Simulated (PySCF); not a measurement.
A species of formula CH8BN has this rotational fingerprint, computed with PBE0-D3(BJ)/def2-SVP geometry optimisation, gas phase (PySCF 2.14.0):

* Rotational constants: A = 25911, B = 7562, C = 6631 MHz
* Dipole components: |μa| = 4.36 D, |μb| = 3.11 D, |μc| = 0.00 D
* Inertial defect: -10.12 u·Å²
* κ: -0.90

Task: Which structure is it? (One computed conformer of each.)
A. `[BH3-][NH2+]C`
B. `[H]B([H])([H])<-NC`
C. `[NH3+][BH2-]C`

Result: C. It is C[BH2-][NH3+], a near-prolate asymmetric top, point group Cs. The candidates at the same level (rigid rotor, commonest isotopes):

```tsv
SMILES	A (MHz)	B (MHz)	C (MHz)	μa (D)	μb (D)	μc (D)	Δ (u·Å²)	point group	rotor
[H]B([H])([H])<-NC	28355	8352	7403	4.91	2.68	0.00	-10.07	Cs	near-prolate asymmetric top
C[BH2-][NH3+]	25911	7562	6631	4.36	3.11	0.00	-10.12	Cs	near-prolate asymmetric top
[BH3-][NH2+]C	28350	8351	7402	4.92	2.68	0.00	-10.07	Cs	near-prolate asymmetric top
```

`[H]B([H])([H])<-NC` has C 12 % too high; `[BH3-][NH2+]C` has C 12 % too high. In the right answer the mirror of this Cs structure is the ab plane, so μc vanishes by symmetry. No structure here is proved a minimum.
